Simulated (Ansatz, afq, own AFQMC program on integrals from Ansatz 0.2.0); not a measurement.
Two steps: Ansatz 0.2.0 writes the Fock matrix and Cholesky factors of the valence space, and afq projects on them the lowest state that overlaps trial and start.

```yaml
crystal:
  periodic: [false, false, false]
  atoms:
    - {symbol: Ge, position_ang: [0.000000, -0.030265, 0.000000]}
    - {symbol: H, position_ang: [0.000000, 1.090584, -1.133489]}
    - {symbol: H, position_ang: [0.000000, 1.090579, 1.133493]}
basis:
  gaussian: {orbitals: cc-pVTZ}
magnetization: {spin_polarized: false}
correlation: {method: ccsd_t, electrons: outside_noble_gas, hamiltonian_folder: ham}
```

```sh
$ ansatz run in.yaml --threads 1 --pin off --events-out ev --progress --plain --max-ram 1843MiB
```

Options of the walk:

```
--method phaseless --trial cisd --walkers 60 --populations 1 --least-time 40 --time-step 0.005 --steps-per-block 50 --equilibration-blocks 28 --max-blocks 300 --target-error 0.00029 --factor-cut 1e-05 --seed 4154 --release-times 0.24,0.51,0.99,1.62,2.4 --release-step 0.03 --release-every 4 --taylor-order 6
```

Times are imaginary, in 1/Eh. The walk had a cap of 1281 s. Filled inner d shells are frozen with the cores.

Log:

```
orbitals 57  electrons 3 3  factors 385 of 433
reference energy -2076.51571543 Eh
CCSD correlation -0.12850085 Eh in 11 cycles, weight of the determinant in the CISD state 0.9111
energy of the start -2076.644216 Eh
 block  time / (1/Eh)  mean weight  energy / Eh
     1     0.250  1.0002  -2076.643775
     2     0.500  1.0027  -2076.643918
     3     0.750  0.9993  -2076.644744
     4     1.000  0.9996  -2076.646461
     5     1.250  0.9988  -2076.648264
     8     2.000  0.9999  -2076.648467
    13     3.250  1.0001  -2076.647309
    25     6.250  0.9996  -2076.648614
    37     9.250  0.9992  -2076.652768
    49    12.250  0.9984  -2076.649015
    61    15.250  0.9976  -2076.647649
    73    18.250  1.0023  -2076.647397
    85    21.250  0.9986  -2076.651489
    97    24.250  1.0007  -2076.648251
   109    27.250  0.9980  -2076.646398
   121    30.250  1.0018  -2076.647216
   133    33.250  1.0016  -2076.646260
   145    36.250  1.0017  -2076.647809
   153    38.250  0.9999  -2076.660454
   157    39.250  1.0001  -2076.647218
   169    42.250  0.9994  -2076.649357
   181    45.250  0.9985  -2076.650208
   185    46.250  0.9994  -2076.645396
blocks merged  error / Eh  count
     1  0.000169  160
     2  0.000220  80
     4  0.000255  40
     8  0.000281  20
    16  0.000297  10
released: time / (1/Eh)  energy / Eh  error  mean overlap
  0.24  -2076.648473  0.000256  0.9985
  0.51  -2076.648533  0.000228  0.9889
  0.99  -2076.648746  0.000230  0.9713
  1.62  -2076.648409  0.000235  0.9780
  2.40  -2076.648994  0.000322  0.9584
energy -2076.648593 +/- 0.000281 Eh
(rows thinned)
```

The run passed its tests (sampling time, drift between the halves within three errors, error under three times the target), which doesn't prove that it has relaxed.

Against this walk (error 7.6 meV) on the same determinant: CCSD(T) 31.3 meV higher, CCSDT(Q) 10.7 meV higher (within the noise). The error is statistical and leaves out the bias of the constraint. Released to 2.40 1/Eh the energy moves by -11 ± 12 meV (both errors), within twice the noise.

Cautions: constraint bias not in the error; no relativity below Rb; no spin-orbit coupling; inner d shell frozen; restricted determinant unstable towards unrestricted (UHF 35 meV lower, ⟨S²⟩ 0.26).

The walk took 3 min on 1 thread of Arm Neoverse V2 (shared host). The log's last line is the phaseless energy.

CCSDT and higher add their correlation energy to the determinant of the CCSD(T) run, since their own runs factorise the integrals more tightly (a shift of under 2 meV). A walk keeps the symmetry of its determinant, which the program's search chose and which needn't be the lowest solution, so a lower state of the same spin and another symmetry isn't excluded.
